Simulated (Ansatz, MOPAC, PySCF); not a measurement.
Process, species as SMILES: COC → O([CH2])C + H atom (the C-H bond breaks)

Wanted: bond dissociation energy (enthalpy at 298 K), in kcal/mol. Conventions: no spin-orbit coupling; dispersion terms only where a functional's name holds one; non-relativistic; open shells spin-unrestricted; frozen cores in correlated levels. CBS marks a two-point X^-3 extrapolation of the correlation energy; Hartree-Fock from the larger set. [CCSD(T)-MP2]/basis is that difference in the basis named. First-principles rows: single points at B3LYP-D3(BJ) geometries (Ansatz, an electronic-structure program), with unscaled harmonic terms from B3LYP/6-31G* at its own minima. Semi-empirical rows: MOPAC heats of formation at their own minima for 298 K.

```csv
species,coefficient,"E at HF/3-21G (Ansatz), Eh","E at M06-2X/def2-TZVPD (PySCF), Eh","H(298 K) - E, kcal/mol","heat of formation at MNDO (MOPAC), kcal/mol"
COC,-1,-153.21183,-155.01231,53.68,-51.26
[CH2]OC,+1,-152.58574,-154.35074,44.97,-26.03
H atom,+1,-0.49620,-0.49815,1.48,52.10
```

Coupled cluster (Ansatz) is a level with limits of its own, used here on species with T1 under 0.025 (0.045 for open shells) and stable references: RI-MP2/CBS(cc-pVTZ,cc-pVQZ)+[CCSD(T)-MP2]/cc-pVTZ. Value to compare with, RI-MP2/CBS(cc-pVTZ,cc-pVQZ)+[CCSD(T)-MP2]/cc-pVTZ (Ansatz): 97.0 kcal/mol. 1 Eh = 627.5095 kcal/mol.

Task: Work the quantity out at each level, and compare with RI-MP2/CBS(cc-pVTZ,cc-pVQZ)+[CCSD(T)-MP2]/cc-pVTZ (Ansatz).

Result: 
- HF/3-21G: the sum of coefficient times E is 0.12989 Eh, or 81.51 kcal/mol; the thermal terms add -7.23. Result: 74.3 kcal/mol. Its difference against RI-MP2/CBS(cc-pVTZ,cc-pVQZ)+[CCSD(T)-MP2]/cc-pVTZ (Ansatz) is -22.7 kcal/mol.
- M06-2X/def2-TZVPD: the sum of coefficient times E is 0.16342 Eh, or 102.55 kcal/mol; the thermal terms add -7.23. Result: 95.3 kcal/mol. Its difference against RI-MP2/CBS(cc-pVTZ,cc-pVQZ)+[CCSD(T)-MP2]/cc-pVTZ (Ansatz) is -1.7 kcal/mol.
- MNDO: the sum of coefficient times heat of formation is 77.33 kcal/mol; it needs no thermal term. Its difference against RI-MP2/CBS(cc-pVTZ,cc-pVQZ)+[CCSD(T)-MP2]/cc-pVTZ (Ansatz) is -19.7 kcal/mol.
